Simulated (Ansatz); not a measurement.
## BH$_{2}$⁺, singlet: reading a ladder of total energies

Geometry: a point of a stretch scan, not a stationary point.

```xyz
3

B     0.0000    0.0000    0.4833
H     0.0000    0.0000   -2.1457
H     0.0000    0.0000    1.6625
```

Basis aug-cc-pVTZ; Ansatz 0.2.0. Correlated methods freeze the noble-gas cores, which leaves 4 electrons in 91 orbitals. Prefix R: restricted or restricted open-shell reference.

Full CI is exact within this basis and frozen core; it isn't the basis-set limit.

Runs differ by some tens of microhartree through their thresholds, so steps under 0.03 kcal/mol mean nothing.

```
     level  total energy (hartree)
       RHF              -25.268789
      RMP2              -25.357743
    RCCSD*              -25.395058
 RCCSD(T)*              -25.398991
   RCCSDT*              -25.399648
RCCSDT(Q)*              -25.399806
   full CI              -25.399846
```

**Question.** What is the correlation energy at full CI, and what share of it do RMP2 and RCCSD(T) recover?

**Answer.** E(corr) = -25.399846 − (-25.268789) = -0.131057 hartree = -3.566 eV. RMP2: -0.088954 / -0.131057 = 67.87 %. RCCSD(T): -0.130202 / -0.131057 = 99.35 %.

**Question.** By how many kcal/mol does RCCSD(T) miss full CI (1 hartree = 627.509 kcal/mol), and which steps make up the rest?

**Answer.** -25.398991 − (-25.399846) = 0.000855 hartree = 0.54 kcal/mol. Steps: RCCSDT − RCCSD(T) = -0.41, RCCSDT(Q) − RCCSDT = -0.10, full CI − RCCSDT(Q) = -0.03 kcal/mol. That is within 1 kcal/mol of the reference in this basis, which itself misses far more of the correlation at the basis-set limit.

An asterisk marks runs whose energy the program itself flagged as in doubt.
